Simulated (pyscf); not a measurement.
Elementary routes open to •H₂C–CH₂–GeH₃ (SMILES [CH2][CH2][GeH3]) in the gas phase (doublet surface):
A. GeH₃• (SMILES [GeH3]) + H₂C=CH₂ (SMILES C=C) (C–Ge broken; none formed)
B. H₃C–CH•–GeH₃ (SMILES C[CH][GeH3]) (C–H broken; C–H formed)

PySCF, gas phase, ωB97X-D3(BJ)/def2-SVP geometries.

Question: Rank the routes by free-energy barrier at 298 K, lowest first, for ωB97M-D3(BJ)/def2-TZVP energies (ideal gas, 1 atm, RRHO with modes under 100 cm⁻¹ raised to 100, one conformer, R ln 2 for chiral ones without a mode under 150 cm⁻¹).

Answer: A (0.60 eV), B (1.66 eV)

Route A is the fastest of these, ahead of the next by 1.06 eV. The most stable products are those of B (ΔG = -0.01 eV), whose barrier is 1.06 eV higher: the kinetic and the thermodynamic product differ. At 1200 K A is still the fastest. Only these routes are compared; each barrier is that of the saddle found, and lower ones may exist. Elements up to Kr have no core potential and no relativistic terms here.
